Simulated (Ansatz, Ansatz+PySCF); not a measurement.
```tsv
atom	x (Å)	y (Å)	z (Å)
N	0.0436	-0.0227	-1.2037
N	-0.0394	0.0049	-0.0379
O	-0.0400	0.0017	1.0748
```

RHF on singlet N₂O was run in several spherical basis sets with Ansatz (development build ahead of 0.2.0).

**Question.** Rank the basis sets by the total energy that they give, lowest first, with the distance from the lowest.
A. def2-TZVP
B. 6-31G
C. cc-pVTZ
D. 6-31G(d)
E. def2-SVP
F. aug-cc-pVDZ

**Answer.** A (0.00 eV), C (0.22 eV), F (1.32 eV), D (2.27 eV), B (5.68 eV), E (6.24 eV).

Totals follow the description of the cores as much as that of the bonds, so this order isn't one of quality for chemistry.
